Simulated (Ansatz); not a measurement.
**H2N2Si: relaxing the atoms, harmonic vibrations and batch in weak fields**

Aim: for H2N2Si, 3 runs in a chain (relaxing the atoms, harmonic vibrations and batch in weak fields).

Method: CCSD(T) on Hartree-Fock, Gaussian basis aug-cc-pV(D+d)Z, in Ansatz 0.2.0.

## Step 1: The system as given

Bond lengths: Si1–N2 1.586 Å, Si1–N3 1.586 Å, N2–H4 1.009 Å, N3–H5 1.009 Å. Angles: Si1–N2–H4 125.2°, N2–Si1–N3 159.5°, Si1–N3–H5 125.2°.

Structure file:

```xyz
5

Si    0.1734    0.2128   -0.0067
N     0.0033   -0.0355    1.5502
N    -0.0216    0.0309   -1.5699
H     0.7459    0.0144    2.2316
H    -0.0838    0.7831   -2.2395
```

## Step 2: Relaxing the atoms: H2N2Si

Input file input.yaml:

```yaml
relax:
  f_tol: 0.001
  max_steps: 200
crystal:
  periodic: [false, false, false]
  atoms:
    - { symbol: Si, position_ang: [0.173414, 0.212844, -0.006717] }
    - { symbol: "N", position_ang: [0.003339, -0.035528, 1.550184] }
    - { symbol: "N", position_ang: [-0.02156, 0.030888, -1.569873] }
    - { symbol: H, position_ang: [0.745854, 0.014415, 2.231558] }
    - { symbol: H, position_ang: [-0.083804, 0.783084, -2.239522] }
basis:
  gaussian: { orbitals: "aug-cc-pV(D+d)Z.json" }
hamiltonian:
  xc: hf
correlation:
  method: ccsd_t
```

Run with:

```bash
$ ansatz run input.yaml --threads 8 --pin off --max-ram 16384MiB --backend cpu --events-out ev --progress --plain --runs-dir out
```

What it wrote, shortened:

```text
Warning: RAYON_NUM_THREADS=8 ignored (pool sized by the plan → 8); use --threads N
[...]
Functional definition: HF
[...]
1058 factors; integrals over basis functions are off by at most 3.4e-4 eV
[...]
mean field -10855.71526986 eV, -398.9401778994 hartree, gradient 3.0e-6 eV, S^2 0.000000; 0 other end points of the search recorded, 0 dependent functions left out
7 core orbitals not correlated: weight in the atoms' cores, before any rotation towards them, 1.000 or more for the frozen orbitals, at most 0.000 for the correlated occupied ones
reference -10855.71526986 eV, -398.9401778994 hartree; 8, 8 occupied and 81, 81 virtual orbitals, 1058 factors
second order -12.48982958 eV of doubles, -0.00000000 eV of singles
cycle   1  -12.20620762 eV  change    2.8e-1 eV  update   1.2e-1
[...]
perturbative correction -0.61329926 eV, -0.0225383320 hartree
[...]
relax step   1: F+E_penalty+E_count = -10869.07155261 eV  Δ(F+E_penalty+E_count) = +0.000e0 eV  max|allowed force component| = 3.884e-1 eV/Å  Δτ_max = 0.0000 Å  (60 SCF iters, accepted)
[...]
relax step   7: F+E_penalty+E_count = -10869.09028847 eV  Δ(F+E_penalty+E_count) = -2.885e-4 eV  max|allowed force component| = 1.155e-3 eV/Å  Δτ_max = 0.0098 Å  (36 SCF iters, accepted)
[...]
relax step   8: F+E_penalty+E_count = -10869.09028904 eV  Δ(F+E_penalty+E_count) = -5.643e-7 eV  max|allowed force component| = 7.264e-4 eV/Å  Δτ_max = 0.0009 Å  (33 SCF iters, accepted)
1058 factors; integrals over basis functions are off by at most 3.1e-4 eV
mean field -10855.62251994 eV, -398.9367694027 hartree, gradient 1.4e-6 eV, S^2 0.000000; 1 other end points of the search recorded, 0 dependent functions left out
7 core orbitals not correlated: weight in the atoms' cores, before any rotation towards them, 1.000 or more for the frozen orbitals, at most 0.000 for the correlated occupied ones
reference -10855.62251994 eV, -398.9367694027 hartree; 8, 8 occupied and 81, 81 virtual orbitals, 1058 factors
second order -12.59896551 eV of doubles, -0.00000000 eV of singles
[...]
cycle  14  -12.83121493 eV  change   -2.4e-6 eV  update   1.7e-6
[...]
perturbative correction -0.63655414 eV, -0.0233929331 hartree
[...]
Total energy: -10869.09028901 eV, -399.4317007872 hartree
Atom 0 at     0.171759     0.210945    -0.006730 Å, force    -0.000322    -0.000395    -0.000271 eV/Å
Atom 1 at    -0.011399    -0.040506     1.568991 Å, force    -0.000342     0.000649     0.000218 eV/Å
Atom 2 at    -0.023772     0.015879    -1.588949 Å, force     0.000726    -0.000181     0.000043 eV/Å
Atom 3 at     0.760210     0.021036     2.234961 Å, force     0.000331    -0.000339    -0.000017 eV/Å
Atom 4 at    -0.079554     0.798350    -2.242642 Å, force    -0.000394     0.000266     0.000027 eV/Å
Dipole moment:     0.282833     0.333483     0.004854 e Å
```

Run time: 99 s. Hardware: 8 threads of Intel Xeon at 2.50GHz (Skylake/Cascade Lake), shared host; peak memory 0.77 GiB.

Step by step:

```csv
step,E - E(step 1) (eV),largest force component (eV/Å)
1,0.0000,0.3884
2,-0.0132,0.2869
3,-0.0167,0.0802
4,-0.0172,0.0570
5,-0.0184,0.0348
6,-0.0178,0.1096
7,-0.0187,0.0012
8,-0.0187,0.0007
```

Step 1 is the start. Step 6 was tried and not accepted.

Before: Bond lengths: Si1–N2 1.586 Å, Si1–N3 1.586 Å, N2–H4 1.009 Å, N3–H5 1.009 Å. Angles: Si1–N2–H4 125.2°, N2–Si1–N3 159.5°, Si1–N3–H5 125.2°.

After: Bond lengths: Si1–N2 1.606 Å, Si1–N3 1.606 Å, N2–H4 1.021 Å, N3–H5 1.021 Å. Angles: Si1–N2–H4 123.0°, N2–Si1–N3 159.0°, Si1–N3–H5 123.0°.

## Step 3: Harmonic vibrations

It takes the final geometry of step 2.

Input file input.yaml:

```yaml
crystal:
  periodic: [false, false, false]
  atoms:
    - { symbol: Si, position_ang: [0.17175852, 0.21094466, -0.00673041] }
    - { symbol: "N", position_ang: [-0.01139919, -0.04050558, 1.56899052] }
    - { symbol: "N", position_ang: [-0.02377211, 0.01587888, -1.58894901] }
    - { symbol: H, position_ang: [0.76020956, 0.02103552, 2.23496072] }
    - { symbol: H, position_ang: [-0.07955377, 0.79834952, -2.24264182] }
basis:
  gaussian: { orbitals: "aug-cc-pV(D+d)Z.json" }
hamiltonian:
  xc: hf
correlation:
  method: ccsd_t
phonons: {}
```

Run with:

```bash
$ ansatz run input.yaml --threads 8 --pin off --max-ram 16384MiB --backend cpu --events-out ev --progress --plain --runs-dir out
```

What it wrote, shortened:

```text
Warning: RAYON_NUM_THREADS=8 ignored (pool sized by the plan → 8); use --threads N
[...]
[... 1 set-up line as earlier in the session ...]
[...]
1058 factors; integrals over basis functions are off by at most 3.1e-4 eV
[...]
mean field -10855.62251994 eV, -398.9367694024 hartree, gradient 1.4e-6 eV, S^2 0.000000; 0 other end points of the search recorded, 0 dependent functions left out
7 core orbitals not correlated: weight in the atoms' cores, before any rotation towards them, 1.000 or more for the frozen orbitals, at most 0.000 for the correlated occupied ones
[...]
second order -12.59896552 eV of doubles, -0.00000000 eV of singles
[...]
perturbative correction -0.63655410 eV, -0.0233929318 hartree
[...]
mean field -10855.62042263 eV, -398.9366923277 hartree, gradient 1.8e-6 eV, S^2 0.000000; 0 other end points of the search recorded, 0 dependent functions left out
[...]
7 core orbitals not correlated: weight in the atoms' cores, before any rotation towards them, 1.000 or more for the frozen orbitals, at most 0.000 for the correlated occupied ones
[...]
second order -12.59808592 eV of doubles, -0.00000000 eV of singles
[...]
perturbative correction -0.63633660 eV, -0.0233849387 hartree
[...]
mean field -10855.62164980 eV, -398.9367374256 hartree, gradient 2.7e-6 eV, S^2 0.000000; 0 other end points of the search recorded, 0 dependent functions left out
7 core orbitals not correlated: weight in the atoms' cores, before any rotation towards them, 1.000 or more for the frozen orbitals, at most 0.000 for the correlated occupied ones
[...]
second order -12.59986047 eV of doubles, -0.00000000 eV of singles
[...]
perturbative correction -0.63677488 eV, -0.0234010452 hartree
[...]
mean field -10855.62538732 eV, -398.9368747768 hartree, gradient 3.0e-6 eV, S^2 0.000000; 0 other end points of the search recorded, 0 dependent functions left out
```

## Step 4: More of the same log

Output, continued, shortened:

```text
7 core orbitals not correlated: weight in the atoms' cores, before any rotation towards them, 1.000 or more for the frozen orbitals, at most 0.000 for the correlated occupied ones
[...]
second order -12.59607735 eV of doubles, -0.00000000 eV of singles
[...]
perturbative correction -0.63600241 eV, -0.0233726576 hartree
[...]
mean field -10855.61947815 eV, -398.9366576188 hartree, gradient 2.9e-6 eV, S^2 0.000000; 0 other end points of the search recorded, 0 dependent functions left out
7 core orbitals not correlated: weight in the atoms' cores, before any rotation towards them, 1.000 or more for the frozen orbitals, at most 0.000 for the correlated occupied ones
[...]
second order -12.60186715 eV of doubles, -0.00000000 eV of singles
[...]
second order -12.60031901 eV of doubles, -0.00000000 eV of singles
[...]
perturbative correction -0.63670893 eV, -0.0233986216 hartree
[...]
Total energy: -10869.09028884 eV, -399.4317007809 hartree
Atom 0 at     0.171759     0.210945    -0.006730 Å, force    -0.000322    -0.000395    -0.000272 eV/Å
Atom 1 at    -0.011399    -0.040506     1.568991 Å, force    -0.000342     0.000650     0.000218 eV/Å
Atom 2 at    -0.023772     0.015879    -1.588949 Å, force     0.000727    -0.000181     0.000044 eV/Å
Atom 3 at     0.760210     0.021036     2.234961 Å, force     0.000331    -0.000339    -0.000017 eV/Å
Atom 4 at    -0.079554     0.798350    -2.242642 Å, force    -0.000394     0.000266     0.000027 eV/Å
Dipole moment:     0.282833     0.333483     0.004854 e Å
Vibrations: 206.01 307.07 420.40 550.12 619.72 903.24 1255.78 3591.46 3592.33 cm⁻¹, zero-point energy 0.709570 eV
```

Run time: 5.8 min. Hardware: 8 threads of Intel Xeon at 2.50GHz (Skylake/Cascade Lake), shared host; peak memory 0.77 GiB.

Harmonic frequencies from the force constants, with rigid motions projected out (i: imaginary):

```tsv
mode	cm⁻¹
1	206
2	307
3	420
4	550
5	620
6	903
7	1257
8	3592
9	3593
```

## Step 5: Batch in weak fields

It takes final geometries of earlier steps.

Edit input.yaml of step 3 so:

```diff
@@ -1 +1,12 @@
+hamiltonian:
+  xc: hf
+correlation:
+  method: ccsd_t
+batch:
+  members: [f0p.yaml, f0m.yaml, f1p.yaml, f1m.yaml, f2p.yaml, f2m.yaml]
+output:
+  forces: true
+scf:
+  lower_state_search: "off"
+# f0m.yaml, one of 6 members:
 crystal:
@@ -9,7 +20,6 @@
 basis:
-  gaussian: { orbitals: "aug-cc-pV(D+d)Z.json" }
-hamiltonian:
-  xc: hf
-correlation:
-  method: ccsd_t
-phonons: {}
+  gaussian:
+    orbitals: "aug-cc-pV(D+d)Z.json"
+    point_charges:
+      - { charge: 2.500062, position_ang: [60.163449, 0.201141, -0.006874] }
+      - { charge: -2.500062, position_ang: [-59.836551, 0.201141, -0.006874] }
```

What it wrote, shortened:

```text
Warning: RAYON_NUM_THREADS=8 ignored (pool sized by the plan → 8); use --threads N
[...]
[... 1 set-up line as earlier in the session ...]
[...]
Member 1: Total energy: -10869.08471399 eV, -399.4314959091 hartree
Member 1: Atom 0 at     0.171759     0.210945    -0.006730 Å, force    -0.011238     0.000169    -0.002387 eV/Å
Member 1: Atom 1 at    -0.011399    -0.040506     1.568991 Å, force     0.007549    -0.000370     0.002834 eV/Å
Member 1: Atom 2 at    -0.023772     0.015879    -1.588949 Å, force     0.011224    -0.000038    -0.000781 eV/Å
Member 1: Atom 3 at     0.760210     0.021036     2.234961 Å, force    -0.002443     0.000028     0.000736 eV/Å
Member 1: Atom 4 at    -0.079554     0.798350    -2.242642 Å, force    -0.005096     0.000210    -0.000392 eV/Å
Member 1: Dipole moment:     0.275194     0.333406     0.004829 e Å
[...]
Member 2: Atom 4 at    -0.079554     0.798350    -2.242642 Å, force    -0.000446     0.002995     0.000776 eV/Å
Member 2: Dipole moment:     0.282909     0.341146     0.004741 e Å
Member 2: Checks for a lower state left out: starts, cluster_reference, orbital_swaps, neighbouring_geometries, increment
Member 4: Total energy: -10869.09052407 eV, -399.4317094254 hartree
Member 4: Atom 0 at     0.171759     0.210945    -0.006730 Å, force     0.001904    -0.002396     0.021894 eV/Å
Member 4: Atom 1 at    -0.011399    -0.040506     1.568991 Å, force     0.000076     0.002331    -0.017151 eV/Å
Member 4: Atom 2 at    -0.023772     0.015879    -1.588949 Å, force    -0.000788    -0.000791    -0.017453 eV/Å
Member 4: Atom 3 at     0.760210     0.021036     2.234961 Å, force    -0.000236     0.000120     0.006352 eV/Å
Member 4: Atom 4 at    -0.079554     0.798350    -2.242642 Å, force    -0.000966     0.000744     0.006354 eV/Å
Member 4: Dipole moment:     0.282857     0.333367     0.018979 e Å
Member 4: Checks for a lower state left out: starts, cluster_reference, orbital_swaps, neighbouring_geometries, increment
```

It took 47 s on 8 threads of Intel Xeon at 2.50GHz (Skylake/Cascade Lake), shared host; peak memory 2.5 GiB.

## Step 6: Summary of results

| step | energy above the lowest (eV) | charge | 2S+1 typed | ⟨S²⟩ | dipole (D) | time |
| --- | --- | --- | --- | --- | --- | --- |
| 2 | 0.000 | 0 | 1 | 0.00 | 2.10 | 99 s |
| 3 | 0.000 | 0 | 1 | 0.00 | 2.10 | 5.8 min |

```
                     quantity             value
harmonic frequencies (step 3)  206 to 3593 cm⁻¹
   zero-point energy (step 3)          0.710 eV
 mean polarisability (step 5)           7.06 Å³
```

**Reading.** In step 3 all modes are real: a minimum.
